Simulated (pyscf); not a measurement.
# Addition across a multiple bond or ene-type step: `[O]=[C]=[GeH]` [doublet] + `[H][H]` -> `[O]=[CH][GeH2]` [doublet]

Gas phase, doublet surface, charge 0. Bonds broken: H2–H3. Bonds formed: Ge1–H3, H2–C5. Optimised with ωB97X-D3(BJ)/def2-SVP in PySCF.

Transition state (Å):

```xyz
6

Ge     0.9884    -0.4508    -1.0341
H      0.3732     1.3399    -0.2176
H      1.2319     1.3344    -0.6780
H      1.4544    -0.7067     0.4619
C     -0.7795     0.3170    -0.1384
O     -1.8764     0.0361     0.1401
```

One imaginary mode, 1064i cm⁻¹; descent along it reached the two sides named.

| bond | change | reactant side (Å) | saddle | product side |
|---|---|---|---|---|
| H2–H3 | breaks | 0.761 | 0.974 | 3.2 |
| Ge1–H3 | forms | 3.3 | 1.837 | 1.543 |
| H2–C5 | forms | 4.4 | 1.543 | 1.123 |

Electronic energies relative to the separated reactants (kcal/mol):

| level | barrier | reaction energy | reverse barrier |
|---|---|---|---|
| ωB97X-D3(BJ)/def2-TZVP | 34.1 | -7.8 | 42.0 |
| PBE/def2-TZVP | 30.2 | -4.1 | 34.3 |
| r²SCAN/def2-TZVP | 33.7 | -5.0 | 38.7 |
| B3LYP-D3(BJ)/def2-TZVP | 34.8 | -2.6 | 37.4 |
| PBE0-D3(BJ)/def2-TZVP | 31.7 | -7.8 | 39.5 |
| M06-2X/def2-TZVP | 39.1 | -4.0 | 43.1 |
| ωB97M-D3(BJ)/def2-TZVP | 36.1 | -3.2 | 39.3 |
| HF/def2-TZVP | 49.4 | -7.3 | 56.6 |

With ωB97M-D3(BJ)/def2-TZVP energies and thermal terms (ideal gas, 1 atm, RRHO with modes under 100 cm⁻¹ raised to 100, one conformer, R ln 2 for chiral ones without a mode under 150 cm⁻¹), in kcal/mol:

```tsv
T (K)	ΔH‡	ΔG‡	ΔH	ΔG
298	35.7	43.8	+0.8	+8.9
600	34.9	52.5	+0.1	+17.4
900	34.8	61.3	+0.1	+26.0
1200	35.1	70.1	+0.5	+34.6
```

One saddle was located; it need not be the lowest between these sides. Elements up to Kr have no core potential and no relativistic terms here.
